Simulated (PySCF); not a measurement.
Molecule (SMILES): [O-][O+]=O.
Geometry (B3LYP-D3(BJ)/def2-TZVP, fixed):
```
O
O 1 1.2535
O 1 1.2535 2 118.30
```

Basis-set convergence of the mean static polarisability at PBE0 with PySCF. All functions are spherical. Density fitting with generated auxiliary sets. No added dispersion term, no relativity. Reference: the value in d-aug-cc-pVTZ, 18.78 bohr³, itself unsure by roughly 0.4 % (its mean distance from aug-pcseg-3, aug-cc-pVQZ, aug-pcseg-2). Deviations are taken from unrounded values. Cost is core time over that of 6-311+G**, rough, on shared machines of one kind; a dash marks a row that isn't timed (too short, read off another run, short of memory, by another algorithm or on other hardware).

```tsv
basis	functions	mean static polarisability (bohr³)	minus reference (%)	cost
STO-3G	15	6.36	-66.1	-
3-21G	27	9.84	-47.6	-
6-31G	27	11.69	-37.8	-
cc-pVDZ	42	12.09	-35.6	0.7×
6-31+G*	54	16.60	-11.6	-
6-311+G**	66	16.15	-14.0	1×
aug-pcseg-1	69	18.67	-0.6	0.9×
Sadlej pVTZ	72	18.64	-0.8	1×
pcseg-2	90	15.88	-15.4	1×
d-aug-cc-pVDZ	96	18.76	-0.1	1×
def2-TZVPPD	120	18.68	-0.6	3×
def2-QZVPPD	198	18.73	-0.3	10×
aug-cc-pVQZ	240	18.68	-0.5	10×
```

The smallest set listed that lies within 5 % of the reference with all its larger relatives (same family, alike in diffuse functions; a set with none counts only in the reference's own line) is aug-pcseg-1 (69 functions, 0.9× in cost, -0.6 % off). Inside, with no larger relative to test it: Sadlej pVTZ, aug-cc-pVQZ. (Relatives not listed, tested too: aug-pcseg-2 -0.7, d-aug-cc-pVTZ 0.0, aug-pcseg-3 -0.1 %.)
